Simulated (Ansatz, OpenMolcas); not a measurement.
# A ladder of methods for SiHCl (SMILES [SiH]Cl)

SiHCl: 3 atoms, total charge 0, spin state singlet. SMILES: `[SiH]Cl`. Geometry: relaxed at PBE0-D4/def2-TZVP.

```xyz
3

Si   -0.5483    0.5710   -0.2339
Cl    1.2754    0.3528    0.7362
H    -0.7271   -0.9238   -0.5023
```

Quantity: the vertical energy of the triplet above the singlet, in eV. The values are calculated.

```csv
level,kind,program,value (eV),CPU time (all runs)
"HF/cc-pVTZ, open shells restricted",Hartree–Fock,OpenMolcas,1.10,20 s
SVWN5/cc-pVTZ,LDA,OpenMolcas,1.60,40 s
revPBE/cc-pVTZ,GGA,Ansatz,1.47,8.1 s
TPSS/cc-pVTZ,meta-GGA,OpenMolcas,1.45,79 s
PBE0/cc-pVTZ,global hybrid,Ansatz,1.47,10 s
r2SCAN0/cc-pVTZ,hybrid meta-GGA,Ansatz,1.30,21 s
wB97X/cc-pVTZ,range-separated hybrid,Ansatz,1.68,41 s
PBE-QIDH/cc-pVTZ,double hybrid,Ansatz,1.51,13 s
RPA@PBE0/cc-pVTZ,RPA,Ansatz,1.66,14 s
CCSD/cc-pVTZ,coupled cluster or CI,Ansatz,1.68,12 s
```

The values span 1.10 to 1.68 eV. The upper state's dipole differs much between rows, so they may not all be the same state. Times are those of the runs behind each value, whatever else they computed, on shared processors of several kinds: orders of magnitude only.
